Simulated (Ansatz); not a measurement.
**C₂H₂N₂S: up Jacob's ladder to CCSD(T)**

How much do the methods differ for C₂H₂N₂S? The plan is to run it at one geometry with functionals of several rungs and with coupled cluster. The yardstick is the atomisation energy at the CCSD(T) limit.

Program: Ansatz 0.2.0, Gaussian basis. Level of theory: functionals in def2-TZVPP, the program's frozen cores in correlated methods. These are calculated values, not measurements.

Plan: LDA (SPW92), PBE-D4, revPBE-D4, BLYP-D4, r2SCAN-D4, B97M-V, PBE0-D4, B3LYP-D4, r2SCANh-D4, r2SCAN0-D4, HSE06-D4, BHLYP-D4, CAM-B3LYP-D4, LC-ωPBE, ωB97X-V, ωB97M-V, B2PLYP, PBE-QIDH; CCSD(T)/def2-SVP; CCSD(T)/def2-TZVPP; CCSD(T)/def2-QZVPP; extrapolation to the limit; RPA on PBE.

### Step 1. Structure used throughout

An earlier PBE0-D4 in a triple-zeta def2 set relaxation fixed the geometry.

SMILES `c1cnsn1`, 7 atoms, charge 0, spin multiplicity 1.

Atoms are counted from 1 here; the program's logs count them from 0.

Bond lengths: C1–C2 1.414 Å, C1–N5 1.317 Å, C1–H6 1.083 Å, C2–N3 1.317 Å, C2–H7 1.083 Å, N3–S4 1.620 Å, S4–N5 1.619 Å. Angles: C2–C1–N5 113.6°, C2–C1–H6 126.2°, N5–C1–H6 120.2°, C1–C2–N3 113.6°, C1–C2–H7 126.2°, N3–C2–H7 120.2°, C2–N3–S4 106.8°, N3–S4–N5 99.3°, C1–N5–S4 106.8°.

### Step 2. LDA

This LDA is Slater exchange with PW92 correlation.

Input file in.yaml:

```yaml
crystal:
  periodic: [false, false, false]
  atoms:
    - {symbol: C, position_ang: [-0.567127, 0.587609, 0.086704]}
    - {symbol: C, position_ang: [0.454447, -0.211996, 0.650359]}
    - {symbol: N, position_ang: [0.997834, -1.052795, -0.205248]}
    - {symbol: S, position_ang: [0.248097, -0.827033, -1.622891]}
    - {symbol: N, position_ang: [-0.784724, 0.342406, -1.188759]}
    - {symbol: H, position_ang: [-1.146819, 1.342131, 0.603310]}
    - {symbol: H, position_ang: [0.798291, -0.180321, 1.676515]}
basis:
  gaussian: {orbitals: def2-TZVPP}
hamiltonian: {xc: lda}
output: {orbitals: {seedname: orbitals}}
```

Launch:

```bash
ansatz run in.yaml --threads 2 --pin off --events-out ev --progress --plain --max-ram 32768MiB --backend cpu
```

Further steps of the session: PBE-D4 (GGA); revPBE-D4 (GGA); BLYP-D4 (GGA); r2SCAN-D4 (meta-GGA); B97M-V (meta-GGA); PBE0-D4 (hybrid); B3LYP-D4 (hybrid); r2SCANh-D4 (hybrid); r2SCAN0-D4 (hybrid); HSE06-D4 (hybrid); BHLYP-D4 (hybrid); CAM-B3LYP-D4 (range-separated); LC-ωPBE (range-separated); ωB97X-V (range-separated); ωB97M-V (range-separated); B2PLYP (double hybrid); PBE-QIDH (double hybrid); CCSD(T) in def2-SVP; CCSD(T) in def2-TZVPP; CCSD(T) in def2-QZVPP; RPA on PBE orbitals.

Before running them: what should the planned runs give, taken together? Wanted: atomisation energy, CCSD(T)/CBS; farthest beyond LDA; mean size of error, GGA; mean size of error, meta-GGA; mean size of error, hybrid; mean size of error, range-separated; mean size of error, double hybrid; gap, smallest and largest; T1 diagnostic.

As calculated:

```
                               quantity                                  value
        atomisation energy, CCSD(T)/CBS                          2965.3 kJ/mol
 functionals within 14.8 kJ/mol (0.5 %)           r2SCANh-D4, B2PLYP, PBE-QIDH
                    farthest beyond LDA                 PBE-D4 (+216.0 kJ/mol)
                mean size of error, GGA                           137.9 kJ/mol
           mean size of error, meta-GGA                            37.7 kJ/mol
             mean size of error, hybrid                            69.6 kJ/mol
    mean size of error, range-separated                            28.4 kJ/mol
      mean size of error, double hybrid                             3.8 kJ/mol
              gap, smallest and largest  4.37 eV (BLYP-D4), 11.04 eV (LC-ωPBE)
                          T1 diagnostic                                 0.0155
triples share of the correlation energy                                  5.5 %
```

LDA overbinds by 650.7 kJ/mol (22 %). PBE-D4 is off by +216.0 kJ/mol. Double hybrids carry the basis error of their MP2 part in triple zeta, and no dispersion term here, so their miss is partly the set-up's. By mean error the best rung here is double hybrid (3.8 kJ/mol) and the worst beyond LDA is GGA (137.9 kJ/mol). Misses under about 14.8 kJ/mol are within the doubt on the reference itself, which lacks core-valence correlation, relativity and higher excitations. Hartree-Fock recovers 61 % of the binding; the rest is correlation. CCSD(T) in def2-SVP is off by -239.9 kJ/mol, which most functionals beat. The gap grows from 4.4 to 11.0 eV across the functionals, mostly with the share of exact exchange. The restricted reference is unstable towards a spin-broken one.
